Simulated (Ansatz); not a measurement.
Input file:

```yaml
crystal:
  periodic: [false, false, false]
  atoms:
    - {symbol: Al, position_ang: [0.064558, -0.107070, 2.259997]}
    - {symbol: C, position_ang: [-0.100206, -0.085582, 0.270195]}
    - {symbol: N, position_ang: [-0.023716, -0.260716, -0.937476]}
    - {symbol: H, position_ang: [0.059364, 0.453368, -1.592716]}
basis:
  gaussian: {orbitals: cc-pVDZ}
magnetization: {spin_polarized: false, initial_magnetization: 1}
correlation: {method: ccsdt_q, electrons: outside_noble_gas}
```

```sh
$ ansatz run in.yaml --threads 1 --pin off --events-out ev --progress --plain --max-ram 2393MiB
```

Output:

```
946 factors; integrals over basis functions are off by at most 1.8e-7 eV
mean field evaluation 1: about -9107.2641 eV, gradient 2.2e1 eV
mean field evaluation 2: about -9107.2667 eV, gradient 2.2e1 eV
mean field evaluation 4: about -9108.7452 eV, gradient 3.8e0 eV
mean field evaluation 8: about -9108.8120 eV, gradient 2.1e-1 eV
mean field evaluation 16: about -9108.7935 eV, gradient 1.4e0 eV
mean field evaluation 32: about -9107.8995 eV, gradient 2.2e-1 eV
mean field evaluation 64: about -9106.1163 eV, gradient 8.8e-3 eV
mean field evaluation 96: about -9101.7378 eV, gradient 1.6e-1 eV
mean field evaluation 128: about -9105.2550 eV, gradient 5.2e-3 eV
mean field evaluation 160: about -9101.6224 eV, gradient 2.6e0 eV
...
mean field -9108.81298700 eV, -334.7427030969 hartree, gradient 5.5e-6 eV, S^2 0.750000; 7 other end points of the search recorded, 0 dependent functions left out
...
determinant -9108.81298700 eV, -334.7427030969 hartree, with singles and doubles -9118.28054158 eV, -335.0906293104 hartree
determinant -9107.89934095 eV, -334.7091272240 hartree, with singles and doubles -9117.48363171 eV, -335.0613434131 hartree
determinant -9106.11632469 eV, -334.6436025851 hartree, with singles and doubles -9115.82546334 eV, -335.0004068493 hartree
7 core orbitals not correlated: weight in the atoms' cores, before any rotation towards them, 1.000 or more for the frozen orbitals, at most 0.000 for the correlated occupied ones
reference -9108.81298700 eV, -334.7427030969 hartree; 7, 6 occupied and 37, 38 virtual orbitals, 946 factors
second order -8.68243688 eV of doubles, -0.04860661 eV of singles
...
cycle  14  -9.89288990 eV  change    1.7e-5 eV  update   3.5e-5
cycle  15  -9.89287304 eV  change    1.7e-5 eV  update   2.6e-5
cycle  16  -9.89289174 eV  change   -1.9e-5 eV  update   2.0e-5
cycle  17  -9.89289818 eV  change   -6.4e-6 eV  update   1.6e-5
cycle  18  -9.89290147 eV  change   -3.3e-6 eV  update   1.2e-5
cycle  19  -9.89290660 eV  change   -5.1e-6 eV  update   9.5e-6
cycle  20  -9.89290417 eV  change    2.4e-6 eV  update   6.2e-6
cycle  21  -9.89290027 eV  change    3.9e-6 eV  update   3.9e-6
cycle  22  -9.89290145 eV  change   -1.2e-6 eV  update   2.6e-6
cycle  23  -9.89290221 eV  change   -7.6e-7 eV  update   1.5e-6
perturbative correction -0.03461614 eV, -0.0012721198 hartree
Total energy: -9118.74050535 eV, -335.1075326673 hartree
```

For the same geometry and basis UCCSDT(Q) lies 4.3 meV lower.

Ran on 1 thread of Arm Neoverse V1, shared host: 2.9 min wall, 0.96 GiB peak host memory.
